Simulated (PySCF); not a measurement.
A species of formula C3H5NO has this rotational fingerprint, computed with wB97X-D/def2-SVPD in PySCF (dipole) on a GFN2-xTB geometry, gas phase:

| Quantity | Value |
| --- | --- |
| Rotational constants | A = 18127, B = 3650, C = 3163 MHz |
| Dipole components | \|μa\| = 2.10 D, \|μb\| = 0.99 D, \|μc\| = 0.00 D |
| Inertial defect | -6.57 u·Å² |
| κ | -0.93 |

Question: Which candidate fits, each taken in the one conformer that was computed?
A. `[CH3:1][O:2][C:3]1=[N:4][CH2:5]1` with C1–O2–C3–N4 0°
B. `[CH3:1][O:2][C@@H:3]1[CH:4]=[N:5]1` with C1–O2–C3–C4 130°
C. `[H]/[N:3]=[C:2](/[CH3:1])[CH:4]=[O:5]` with C1–C2–C4–O5 180°

Answer: A. It is COC1=NC1, a near-prolate asymmetric top, point group Cs. The candidates at the same level (rigid rotor, commonest isotopes):

```
        SMILES  A (MHz)  B (MHz)  C (MHz)  μa (D)  μb (D)  μc (D)  Δ (u·Å²)  point group                        rotor
[H]/N=C(/C)C=O    10293     4111     2992    1.32    2.38    0.00     -3.13           Cs               asymmetric top
      COC1=NC1    18127     3650     3163    2.10    0.99    0.00     -6.57           Cs  near-prolate asymmetric top
 CO[C@@H]1C=N1    16335     3820     3453    0.17    0.95    0.57    -16.92           C1  near-prolate asymmetric top
```

`CO[C@@H]1C=N1` has A 10 % too low; `[H]/N=C(/C)C=O` has A 43 % too low. In the right answer the mirror of this Cs structure is the ab plane, so μc vanishes by symmetry. No structure here is proved a minimum.
